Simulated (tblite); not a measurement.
# CH5PSi: the cost of one run

Programs: tblite 0.8.0 and PySCF 2.14.0. All values are calculated, for the isolated system unless a continuum is named. Atoms count from 0, parts from 1.

## Step 1: Starting point

8 atoms, charge 0, multiplicity 1; geometry: distance geometry start.

## Step 2: Relaxing the cluster with GFN2-xTB

What the job is given:

```
{"job": {"kind": "relax", "xc": "GFN2-xTB", "basis": "xTB"}, "charge": 0, "multiplicity": 1}
C      2.104006     0.700767    -0.312477
P      0.959470    -0.669440    -0.044303
Si    -1.143318    -0.116382    -0.038605
H      1.679997     1.708603    -0.239753
H      1.349460    -1.624306     0.967680
H     -1.700418     0.145557     1.316706
H     -1.353242     1.078282    -0.912547
H     -1.895463    -1.216003    -0.716202
```

With the program's defaults for keys left out, this is: GFN2-xTB geometry optimisation, gas phase.

Run with:

```sh
$ OMP_NUM_THREADS=1 python cluster_run.py task.json out
```

One launch serves the whole session: the jobs run in the order shown.

**Question.** How long does this first job take on 1 thread of Arm Neoverse N1, shared host?

About 1 s.
